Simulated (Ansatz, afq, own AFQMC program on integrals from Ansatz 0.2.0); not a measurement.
**Where AFQMC and coupled cluster stand for PN, singlet**

```yaml
atoms:
  - { symbol: N, position_ang: [0.0000, 0.0000, 0.0000] }
  - { symbol: P, position_ang: [0.0000, 0.0000, 1.4794] }
```

Basis 6-31G. Only valence electrons are correlated. Integrals, coupled cluster, full CI and functionals: Ansatz 0.2.0; the random walks run on the same integrals in our own AFQMC program. The CISD trial takes its coefficients from CCSD amplitudes. Released means that phaseless walkers are propagated on without the constraint, phases kept. Uncertainties: one standard error, sampling alone.

Determinant: UHF, the one that the program's search chose, which needn't be the lowest solution. The geometry is a point of a scan.

Full CI on the same integrals is exact in this basis and with this determinant's frozen core.

Cautions: strong correlation (T1 0.116, weight of the determinant 0.65, largest double 0.17); unrestricted determinant spin contaminated (⟨S²⟩ 0.77 against 0.00); the released energies are still falling, so no released level is given (meV from the phaseless value at times in 1/Eh: -6 ± 5 at 0.24, -8 ± 4 at 0.51, -16 ± 4 at 0.99, -18 ± 4 at 1.62, -26 ± 3 at 2.40); the ph-AFQMC/HF walk drifts between its halves (2.9 errors).

* T1 diagnostic: 0.1162
* weight of the determinant in the CISD state: 0.655
* ⟨S²⟩ of the determinant: 0.766
* size of the correlated space: 10 electrons in 16 orbitals

Reference: full CI, correlation energy -5.352 eV. The cautions show a poor starting determinant, so the rows tell how each method copes with it here, and full CI is the sure value.

| level | E − E(reference) (meV) | share of correlation (%) |
| --- | --- | --- |
| HF | 5352.1 | 0.00 |
| MP2 | 1603.8 | 70.03 |
| CCSD | 255.1 | 95.23 |
| CCSD(T) | 103.3 | 98.07 |
| CCSDT | 76.2 | 98.58 |
| CCSDT(Q) | 15.2 | 99.72 |
| CCSDTQ | 9.2 | 99.83 |
| ph-AFQMC/HF | 45.0 ± 22.3 | 99.16 |
| ph-AFQMC/CISD | 16.9 ± 4.8 | 99.69 |

CCSDT and higher add their correlation energy to the determinant of the CCSD(T) run, since their own runs factorise the integrals more tightly (a shift of under 2 meV). A walk keeps the symmetry of its determinant, which the program's search chose and which needn't be the lowest solution, so a lower state of the same spin and another symmetry isn't excluded.
